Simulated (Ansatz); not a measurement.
## CCSD(T) against full CI for several species

Each species is computed at the geometry given (Å), with frozen cores, in Ansatz 0.2.0: RHF-CCSD(T) for singlets, UHF-CCSD(T) otherwise, and full CI in the same basis. The program picks the determinant by trial CCSD, so it needn't be the lowest Hartree–Fock solution. States: [H···H···Si] Σ⁻ or Δ, NaH2⁻ Σ⁺ or Δ, AlGa Σ⁺ or Δ. Cases whose determinant has another symmetry than full CI's state, or whose (Q) step broke down, weren't drawn. No relativity is included.

Q: Judging by size, spin and bonding and the diagnostics given, rank them by the size of CCSD(T)'s error in total energy against full CI in the same basis, smallest first (an estimate).
A. NaH2⁻, singlet, aug-cc-pVTZ: Na 0.000 0.000 0.146; H 0.000 0.000 -2.357; H 0.000 0.000 2.212. T1 0.012, (T) -6 meV in a correlation energy of -2.02 eV
B. AlGa, singlet, cc-pVDZ: Al 0.000 0.000 0.000; Ga 0.000 0.000 3.667. T1 0.022, (T) -119 meV in a correlation energy of -3.32 eV
C. [H···H···Si], triplet, cc-pVDZ: H 0.000 0.000 -1.145; H 0.000 0.000 -0.216; Si 0.000 0.000 1.362. T1 0.015, (T) -66 meV in a correlation energy of -3.09 eV

A: A (3.0 meV), C (22.7 meV), B (58.6 meV).

```
              species        basis  correlated electrons  CCSD(T) − full CI (meV)  CCSDT(Q) − full CI (meV)  unpaired electrons (full CI)     T1  ⟨S²⟩ of the determinant
       NaH2⁻, singlet  aug-cc-pVTZ                     4                      3.0                       0.2                          0.06  0.012                     0.00
[H···H···Si], triplet      cc-pVDZ                     6                     22.7                       0.4                          2.08  0.015                     2.03
        AlGa, singlet      cc-pVDZ                     6                     58.6                       5.3                          0.49  0.022                     0.00
```

Unpaired electrons are Σ n²(2−n)² over natural occupations; an open shell counts its own unpaired electrons too. Frozen cores follow each run's orbitals, which moves totals by a few meV.
